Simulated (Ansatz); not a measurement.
# CH7AlSi: one species, many methods

How much do the methods differ for CH7AlSi? The plan is to run it at one geometry with functionals of several rungs and with coupled cluster, and see how far each lands from CCSD(T) at the basis-set limit for the atomisation energy.

The runs use Ansatz 0.2.0, Gaussian basis; functionals in def2-TZVPP, the program's frozen cores in correlated methods.

The runs, in order: LDA (SPW92), PBE-D4, revPBE-D4, BLYP-D4, r2SCAN-D4, B97M-V, PBE0-D4, B3LYP-D4, r2SCANh-D4, r2SCAN0-D4, HSE06-D4, BHLYP-D4, CAM-B3LYP-D4, LC-ωPBE, ωB97X-V, ωB97M-V, B2PLYP, PBE-QIDH; CCSD(T)/def2-SVP; CCSD(T)/def2-TZVPP; MP2/def2-QZVPP; extrapolation to the limit; RPA on PBE.

1 further run of the same task is left out (it didn't finish).

### Step 1. The relaxed structure

The geometry comes from an earlier relaxation with PBE0-D4 in a triple-zeta def2 set; it is a stationary point, not always the lowest conformer.

SMILES `C[SiH2][AlH2]`, 10 atoms, charge 0, spin multiplicity 1.

Atoms are counted from 1 here; the program's logs count them from 0.

Bond lengths: C1–Si2 1.888 Å, C1–H4 1.092 Å, C1–H5 1.092 Å, C1–H6 1.092 Å, Si2–Al3 2.462 Å, Si2–H7 1.494 Å, Si2–H8 1.494 Å, Al3–H9 1.592 Å, Al3–H10 1.592 Å. Angles: Si2–C1–H4 110.4°, Si2–C1–H5 111.1°, Si2–C1–H6 111.1°, H4–C1–H5 108.0°, H4–C1–H6 108.0°, H5–C1–H6 108.1°, C1–Si2–Al3 112.4°, C1–Si2–H7 108.6°, C1–Si2–H8 108.6°, Al3–Si2–H7 110.3°, Al3–Si2–H8 110.4°, H7–Si2–H8 106.2°, Si2–Al3–H9 121.2°, Si2–Al3–H10 121.1°, H9–Al3–H10 117.7°.

As a file:

```xyz
10
CH7AlSi
C    -1.22129    0.70711   -0.74826
Si   -0.10040   -0.74706   -0.30620
Al    1.67926   -0.11593    1.27417
H    -1.99560    0.39045   -1.45035
H    -0.65186    1.51440   -1.21401
H    -1.71371    1.10757    0.14057
H     0.49281   -1.29214   -1.56465
H    -0.94145   -1.84073    0.26745
H     1.45298   -0.20433    2.84719
H     3.08237    0.42955    0.75718
```

### Step 2. LDA

This LDA is Slater exchange with PW92 correlation.

in.yaml

```yaml
crystal:
  periodic: [false, false, false]
  atoms:
    - {symbol: C, position_ang: [-1.221286, 0.707112, -0.748259]}
    - {symbol: Si, position_ang: [-0.100403, -0.747060, -0.306202]}
    - {symbol: Al, position_ang: [1.679258, -0.115928, 1.274173]}
    - {symbol: H, position_ang: [-1.995604, 0.390452, -1.450351]}
    - {symbol: H, position_ang: [-0.651864, 1.514398, -1.214007]}
    - {symbol: H, position_ang: [-1.713706, 1.107572, 0.140571]}
    - {symbol: H, position_ang: [0.492808, -1.292136, -1.564652]}
    - {symbol: H, position_ang: [-0.941449, -1.840730, 0.267453]}
    - {symbol: H, position_ang: [1.452977, -0.204331, 2.847189]}
    - {symbol: H, position_ang: [3.082370, 0.429549, 0.757185]}
basis:
  gaussian: {orbitals: def2-TZVPP}
hamiltonian: {xc: lda}
output: {orbitals: {seedname: orbitals}}
```

Started as:

```console
ansatz run in.yaml --threads 2 --pin off --events-out ev --progress --plain --max-ram 4352MiB
```

After this run come: PBE-D4 (GGA); revPBE-D4 (GGA); BLYP-D4 (GGA); r2SCAN-D4 (meta-GGA); B97M-V (meta-GGA); B3LYP-D4 (hybrid); r2SCANh-D4 (hybrid); r2SCAN0-D4 (hybrid); HSE06-D4 (hybrid); BHLYP-D4 (hybrid); CAM-B3LYP-D4 (range-separated); LC-ωPBE (range-separated); ωB97X-V (range-separated); ωB97M-V (range-separated); B2PLYP (double hybrid); PBE-QIDH (double hybrid); CCSD(T) in def2-SVP; CCSD(T) in def2-TZVPP; MP2 in def2-QZVPP; RPA on PBE orbitals.

Q: Predict the results of all the runs planned. Wanted: atomisation energy, CCSD(T)/CBS; farthest beyond LDA; mean size of error, GGA; mean size of error, meta-GGA; mean size of error, hybrid; mean size of error, range-separated; mean size of error, double hybrid; gap, smallest and largest; T1 diagnostic.

**Answer**, as computed:

| quantity | value |
| --- | --- |
| atomisation energy, CCSD(T)/CBS | 3050.5 kJ/mol |
| functionals within 15.3 kJ/mol (0.5 %) | r2SCAN-D4, B3LYP-D4, r2SCANh-D4, CAM-B3LYP-D4, ωB97X-V, ωB97M-V |
| farthest beyond LDA | revPBE-D4 (-66.4 kJ/mol) |
| mean size of error, GGA | 45.6 kJ/mol |
| mean size of error, meta-GGA | 17.8 kJ/mol |
| mean size of error, hybrid | 22.3 kJ/mol |
| mean size of error, range-separated | 13.5 kJ/mol |
| mean size of error, double hybrid | 41.0 kJ/mol |
| gap, smallest and largest | 3.25 eV (LDA (SPW92)), 9.83 eV (LC-ωPBE) |
| T1 diagnostic | 0.0111 |
| triples share of the correlation energy | 3.2 % |

The LDA atomisation energy is off by 296.9 kJ/mol (10 %): it overbinds. PBE-D4 is off by -26.2 kJ/mol. Double hybrids carry the basis error of their MP2 part in triple zeta, and no dispersion term here, so their miss is partly the set-up's. By mean error the best rung here is range-separated (13.5 kJ/mol) and the worst beyond LDA is GGA (45.6 kJ/mol). The gap between the best rungs is small, so their order is not settled. Misses under about 15.3 kJ/mol are within the doubt on the reference itself, which lacks core-valence correlation, relativity and higher excitations. Hartree-Fock recovers 77 % of the binding; the rest is correlation. CCSD(T) in def2-SVP is off by -163.8 kJ/mol, more than most functionals: a good method in a small basis is no reference. Orbital gaps span 3.3 to 9.8 eV; exact exchange widens them.
